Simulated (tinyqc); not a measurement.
RHF in the sto-3g basis, for HF, spin multiplicity 1, step by step. One step of it, computed by the program tinyqc.

Problem. Orthogonalisation. S = U s U^T; symmetric (Loewdin) form X = U s^(-1/2) U^T, so that X^T S X = 1.

overlap S, order 1F 1s, 1F 2s, 1F 2px, 1F 2py, 1F 2pz, 2H 1s:
$$\begin{pmatrix}
1.000000 & 0.237990 & 0.000000 & 0.000000 & 0.000000 & 0.028944 \\
0.237990 & 1.000000 & 0.000000 & 0.000000 & 0.000000 & 0.313641 \\
0.000000 & 0.000000 & 1.000000 & 0.000000 & 0.000000 & 0.000000 \\
0.000000 & 0.000000 & 0.000000 & 1.000000 & 0.000000 & 0.000000 \\
0.000000 & 0.000000 & 0.000000 & 0.000000 & 1.000000 & 0.267588 \\
0.028944 & 0.313641 & 0.000000 & 0.000000 & 0.267588 & 1.000000
\end{pmatrix}$$

Give: eigenvalues of S; X.

Solution.

eigenvalues of S: [0.556, 0.848, 1.000, 1.000, 1.129, 1.467]

X, order 1F 1s, 1F 2s, 1F 2px, 1F 2py, 1F 2pz, 2H 1s:
$$\begin{pmatrix}
1.023 & -0.128 & 0.000 & 0.000 & -0.004 & 0.017 \\
-0.128 & 1.067 & 0.000 & 0.000 & 0.037 & -0.180 \\
0.000 & 0.000 & 1.000 & 0.000 & 0.000 & 0.000 \\
0.000 & 0.000 & 0.000 & 1.000 & 0.000 & 0.000 \\
-0.004 & 0.037 & 0.000 & 0.000 & 1.031 & -0.150 \\
0.017 & -0.180 & 0.000 & 0.000 & -0.150 & 1.074
\end{pmatrix}$$
